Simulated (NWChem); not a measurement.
# dimethyl sulfide (C₂H₆S); SMILES S(C)C

Computed with NWChem. Pople sets run with spherical d functions. Geometry: optimised at PBE0/def2-SVP.

For level B3LYP/6-31+G*:

```yaml
orbital gap (eV): 6.22
dipole (D): 1.71
```

Task: How do the values read with level B3LYP/def2-SVPD instead?

Result: 
* **orbital gap (eV)**: 6.46
* **dipole (D)**: 1.61
